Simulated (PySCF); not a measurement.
Removal energies of Al+ from EOM-IP-GCCSD

Reference: closed-shell Al+, [Ne] 3s2; one electron is removed. Calculated with PySCF 2.14, two-component X2C-1e with screened spin-orbit coupling, x2c-TZVPPall-2c with one added diffuse shell each of s, p, d type (6s7p4d1f, 54 functions); frozen nothing; all 96 virtual spinors kept. No Breit or QED terms. Binding energies in eV.

```json
{"level": "2s1/2", "Koopmans": "142.46", "second order": "136.45", "EOM-CCSD": "137.39"}
{"level": "2p1/2", "Koopmans": "96.131", "second order": "91.187", "EOM-CCSD": "92.301"}
{"level": "2p3/2", "Koopmans": "95.649", "second order": "90.742", "EOM-CCSD": "91.847"}
{"level": "3s1/2", "Koopmans": "17.778", "second order": "18.520", "EOM-CCSD": "18.750"}
```

In EOM-CCSD the overlap with the one-orbital guess is low for 2s1/2 (weight 0.85). That can mean mixing with two-hole, one-particle states, where second order and EOM-CCSD lose accuracy, or only a rotation among the degenerate components of the shell; the terms of those configurations are not listed.

For comparison, the ionisation energy of Al+ is 18.829 eV (measured; NIST Atomic Spectra Database, ionization energies).

The screened spin-orbit operator tends to give fine-structure splittings of light species too large.

Where second order misses EOM-CCSD by more than 1 eV, it overshoots the relaxation and correlation of that hole or particle, which higher orders damp.
